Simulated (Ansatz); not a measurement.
**doublet F₂(+): levels of theory in one basis**

```
atom   x (Å)   y (Å)   z (Å)
   F  0.0000  0.0000  0.0000
   F  0.0000  0.0000  1.2559
```

Basis set: def2-SVP (spherical functions). Left uncorrelated: 2 orbitals. Correlation on ROHF uses semicanonical orbitals with singles. Charge 1, multiplicity 2.

Computed with Ansatz (development build ahead of 0.2.0); each method stands on the lowest determinant of its kind that the runs found.

```json
{"method": "ROHF", "E − E(ROHF) (eV)": "0.00", "<S²> of the determinant": "0.75"}
{"method": "UHF", "E − E(ROHF) (eV)": "-0.20", "<S²> of the determinant": "0.77"}
{"method": "ROHF-MP2", "E − E(ROHF) (eV)": "-9.67", "<S²> of the determinant": "–"}
{"method": "UHF-MP2", "E − E(ROHF) (eV)": "-9.68", "<S²> of the determinant": "0.77"}
{"method": "ROHF-CCSD(T)", "E − E(ROHF) (eV)": "-11.00", "<S²> of the determinant": "–"}
{"method": "UHF-CCSD(T)", "E − E(ROHF) (eV)": "-11.00", "<S²> of the determinant": "0.77"}
```

Q: Is a single determinant a sound starting point here?

A: Only with care. Unrestricted orbitals gain 0.20 eV and <S²> is 0.77 against 0.75 for a pure state, but several determinants compete.

Caution: the determinant may break the point group. Caution for ROHF-MP2, UHF-MP2: MP2 on this radical cation hangs on the determinant chosen; another reference gives a lower total.
